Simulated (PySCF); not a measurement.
SiP⁺, HF: how much the basis matters

PySCF, UHF reference; triplet, unpaired electrons π ↑↑; De to Si⁺ + P without counterpoise correction.

```json
{"basis": "x2c-SVPall", "relativity": "spin-free X2C", "functions": "36", "Re (Å)": "2.215", "ωe (cm⁻¹)": "515", "De (eV)": "1.33", "μ (D)": "-2.52"}
{"basis": "def2-SVPD", "relativity": "no relativity", "functions": "48", "Re (Å)": "2.218", "ωe (cm⁻¹)": "520", "De (eV)": "1.54", "μ (D)": "-2.22"}
{"basis": "def2-TZVPPD", "relativity": "no relativity", "functions": "96", "Re (Å)": "2.199", "ωe (cm⁻¹)": "527", "De (eV)": "1.62", "μ (D)": "-2.08"}
```

(1) How does each smaller set differ from the one with most functions, def2-TZVPPD?

A positive dipole points towards P; it is taken about the centre of mass and depends on that origin. For an ion De counts to the pair picked by the measured ionisation energies or electron affinities, which need not be the lowest pair at this level. Hartree–Fock leaves out correlation, which carries a large part of most bond energies and some tenths to 1 eV of ionisation energies. The state was picked by a PBE0 search and need not be the measured ground state.

Results:

(1) x2c-SVPall: +1.6 pm, -2.3 % in ωe, -0.29 eV in De; def2-SVPD: +1.9 pm, -1.3 % in ωe, -0.08 eV in De. All at HF; the set with most functions is neither the basis-set limit nor always the best. The rows treat relativity differently, so the differences are not basis effects alone.
